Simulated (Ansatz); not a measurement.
Relaxed structures of C2H2Mg, singlet (PBE0-D4/def2-TZVP; forces vanish, vibrations not checked; lower isomers may exist, and structures with a doubtful reference or unclear bonds are left out; Å). Computed with Ansatz 0.2.0 (basis: def2-TZVPP); correlated methods freeze the cores. The outer core shell of Li, Na, Mg and K is correlated. The def2 sets are not built for correlating such inner shells, so the correlated values are less sure here.

Task: Rank them by CCSD(T) energy, lowest first, and give each one's height above the lowest. Links in brackets join atoms within 1.22 times the sum of their covalent radii (1.1 for two metals). (An estimate is asked for; the value comes from the calculation.)
A.
a complex of C₂H₂ (C#C) + Mg
```
5
angstrom
C -0.8901 -1.2140 0.4257
C -0.6597 -0.2888 1.1500
Mg 1.3951 0.9673 -1.9479
H -1.0942 -2.0362 -0.2195
H -0.4551 0.5337 1.7948
```
B.
C₂H₂Mg ([C][CH][MgH])
```
5
angstrom
C -0.9758 -1.2318 0.4580
C -0.1623 -0.3727 0.0021
Mg 0.9277 1.3191 -0.3730
H -0.0534 -1.4083 -0.5606
H 1.8280 2.7124 -0.6843
```
C.
C₂H₂Mg ([CH][C][MgH])
```
5
angstrom
C -0.9335 -1.3234 0.3767
C -0.2527 -0.3562 0.0994
Mg 0.8827 1.2525 -0.3577
H -1.5314 -2.1729 0.6204
H 1.8349 2.6000 -0.7388
```

Result: The calculation gives: C (0.000 eV), A (0.373 eV), B (1.826 eV). Heights count from the lowest.

The T1 diagnostic stays at or below 0.013.

For scale, one of the runs: CCSD(T)/def2-TZVPP, 122 basis functions, launched by `ansatz run in.yaml --threads 2 --pin off --events-out ev --progress --plain --max-ram 4352MiB`. Time: 8 s of wall clock on 2 CPU threads of an Arm Neoverse V2; the host was shared. Peak host memory: 0.6 GiB.
